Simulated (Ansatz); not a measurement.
# SF+ (triplet): the correlation ladder at distance F1–S2 = 2.356 Å, 6-31G

How much of the correlation energy of SF+ (triplet) does each wave-function method recover here?

Computed with Ansatz 0.2.0, Gaussian basis. Level: 6-31G, core rule «outside noble gas», up to 6 orbitals frozen.

To be run: UHF; CCSD(T) on ROHF; CCSD(T) on UHF; BCCD(T) on ROHF; CISD as a restricted active space (open shells left free, so some higher excitations enter); CCSDT(Q) on ROHF; CCSDT(Q) on UHF; CISDTQ; CCSDTQ on ROHF; CCSDTQ on UHF; CASSCF and MRCISD+Q, 4 electrons in 4 orbitals; CASSCF and NEVPT2, 4 electrons in 4 orbitals; CASSCF and MRCISD+Q, 12 electrons in 8 orbitals; CASSCF and NEVPT2, 12 electrons in 8 orbitals; Full CI.

23 further runs of the same task are left out: 7 for a known fault of the program, 11 that didn't finish, 5 set aside as unsound or not needed. Runs told in other sessions of the task aren't counted.

### Step 1. The system

The geometry derives from a PBE0/def2-TZVP stationary point (not a proven minimum). One bond is set to the value named and the two fragments are kept rigid.

2 atoms, charge 1, spin multiplicity 3.

Atoms are counted from 1 here; the program's logs count them from 0.

No contacts short enough for the rule that draws bonds.

### Step 2. UHF

in.yaml reads:

```yaml
crystal:
  periodic: [false, false, false]
  atoms:
    - {symbol: F, position_ang: [0.000000, 0.000000, 0.000000]}
    - {symbol: S, position_ang: [0.000000, 0.000000, 2.356000]}
basis:
  gaussian: {orbitals: 6-31G}
total_charge: 1
magnetization: {spin_polarized: true, initial_magnetization: 2}
hamiltonian: {xc: hf}
output: {orbitals: {seedname: orbitals}}
```

Command:

```console
> ansatz run in.yaml --threads 1 --pin off --events-out ev --progress --plain --max-ram 2393MiB
```

The runs that follow: CCSD(T) on ROHF; CCSD(T) on UHF; BCCD(T) on ROHF; CISD as a restricted active space (open shells left free, so some higher excitations enter); CCSDT(Q) on ROHF; CCSDT(Q) on UHF; CISDTQ; CCSDTQ on ROHF; CCSDTQ on UHF; CASSCF and MRCISD+Q, 4 electrons in 4 orbitals; CASSCF and NEVPT2, 4 electrons in 4 orbitals; CASSCF and MRCISD+Q, 12 electrons in 8 orbitals; CASSCF and NEVPT2, 12 electrons in 8 orbitals; Full CI.

Q: Predict the results of all the runs planned. Wanted: FCI from the RHF energy; RMP2 from FCI; UMP2 from FCI; RCCSD from FCI; RCCSD(T) from FCI; UCCSD(T) from FCI; RCCSDT(Q) from FCI; UCCSDT(Q) from FCI; NEVPT2 pair from FCI.

The runs gave:

```
                         quantity                                                   value
          FCI from the ROHF energy                                              -5.5898 eV
                    RMP2 from FCI                                             +1250.0 meV
                    UMP2 from FCI                                              +545.6 meV
                   RCCSD from FCI                                              +252.0 meV
                RCCSD(T) from FCI                                               +46.3 meV
                UCCSD(T) from FCI                                               +62.0 meV
               RCCSDT(Q) from FCI                                               -14.9 meV
               UCCSDT(Q) from FCI                                                -1.4 meV
             NEVPT2 pair from FCI                                              +331.7 meV
           MRCISD+Q pair from FCI                                               +70.3 meV
          NEVPT2 valence from FCI                                              +635.8 meV
levels within 1 kcal/mol (43 meV)  RCCSDT, UCCSDT, RCCSDT(Q), UCCSDT(Q), RCCSDTQ, UCCSDTQ
                    T1 diagnostic                                                   0.091
   effectively unpaired electrons                                                    3.12
```

**Reading.** RCCSD(T) misses by +46.3 meV, 0.8 % of the correlation energy. RCCSDT(Q) falls below full CI, which methods that aren't variational can do. The occupations show strong static correlation (3.1 unpaired electrons where one determinant has 2). Coupled cluster on one determinant still stays close here. Of the multireference levels listed MRCISD+Q valence comes nearest in total energy (+51.1 meV), which doesn't show that its space is the better one. Coupled cluster took another determinant than the lowest Hartree-Fock one. These misses are within one basis, not against nature; the frozen cores of restricted and unrestricted runs differ, which can shift their rows.

Levels on UHF freeze UHF's core orbitals, full CI those of ROHF, so the U rows can settle a little off it for that reason alone.

With open shells the CI space here admits some higher excitations, so it is larger than plain CISD.
